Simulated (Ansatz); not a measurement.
**Breaking a bond in CH5B− (SMILES [BH2-]C)**

CH5B−: 7 atoms, total charge -1, spin state doublet. As SMILES, `[BH2-]C`. The shape is that of a GFN2-xTB optimisation.

```xyz
7

B    -0.3676   -0.8767    0.2964
C     0.1299    0.6579   -0.0109
H     0.5664   -1.6521    0.5729
H    -1.1113   -1.3401   -0.5876
H     0.7138    1.0900    0.8179
H     0.7794    0.7702   -0.9090
H    -0.7106    1.3507   -0.1797
```

The C2–H6 distance is scanned; the parts on either side stay rigid. Basis STO-3G, 2 core orbitals frozen in the correlated methods; program Ansatz 0.2.0. FCI is exact within this basis and core. Energies in eV from each method's value at 1.114 Å; open shells run as named. The set has no diffuse functions, which an anion needs. The shape above is that at 1.114 Å.

Task: At 2.79 Å, estimate the order of these methods by their error in the energy rise against FCI, smallest first.
A. UBCCD(T)
B. UCCSDTQ
C. UCCSD(T)

Result: B (0.00 eV), A (0.04 eV), C (0.06 eV).

```
distance (Å)  UCCSD(T)  UBCCD(T)  UCCSDTQ   FCI
       1.114      0.00      0.00     0.00  0.00
       1.393      0.80      0.80     0.80  0.80
       1.671      2.13      2.12     2.11  2.11
       2.228      3.42      3.41     3.37  3.37
       2.785      3.55      3.53     3.50  3.49
```
